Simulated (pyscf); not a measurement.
AsH₃ (SMILES [AsH3]) + SiH₂ (SMILES [SiH2]) [singlet] → H₃Si–AsH₂ (SMILES [SiH3][AsH2]), an insertion (singlet surface; As–H broken, As–Si, H–Si formed). Optimised with ωB97X-D3(BJ)/def2-SVP in PySCF. MP2 and CC: frozen core, UHF for open shells. ΔMP2 is the change of the MP2 total energy from the triple- to the quadruple-zeta basis. Energies in kcal/mol from the separated reactants.

Small-basis levels: PySCF, no dispersion term, spherical d functions. 

Problem. In single points BP86/6-31G*+LANL2DZ puts the saddle at -13.6 kcal/mol and the reaction energy at -62.0 kcal/mol. Should these be trusted to within a few kcal/mol? Compare with CCSD(T)/def2-TZVPP + ΔMP2(QZVPP).

Solution. CCSD(T)/def2-TZVPP + ΔMP2(QZVPP) gives ΔE‡ = -10.5 kcal/mol and ΔE = -62.7 kcal/mol. BP86/6-31G*+LANL2DZ lies 3.1 kcal/mol under it in the barrier and 0.6 kcal/mol over it in the reaction energy, so on this step it does not hold to within 3.0 kcal/mol. CCSD(T)/def2-TZVPP + ΔMP2(QZVPP) has limits of its own. On the reactant side the descent ends in an adduct with a As–Si, H–Si contact, 13.4 kcal/mol under the separated species and 0.4 kcal/mol under the saddle at ωB97X-D3(BJ)/def2-TZVP. At CCSD(T) the saddle lies under the separated reactants, which points to a path from their complex (located at ωB97X-D3(BJ) alone). What is counted as formed (As–Si, H–Si) is already present as a longer contact in the reactant adduct; forming that adduct is a step of its own. At ωB97X-D3(BJ) the barrier from the zero used here is -13.0 kcal/mol. This is the saddle that the search found; another between the same sides may lie lower. The CCSD(T) − MP2 part came from Ansatz, without density fitting, on the same reference. The frozen core leaves the outer d or s,p core shells of the metals and heavy elements correlated in the MP2 and CC values, and def2-TZVPP describes them poorly, which can shift differences by a few kcal/mol. In the def2 sets elements up to Kr have no core potential.
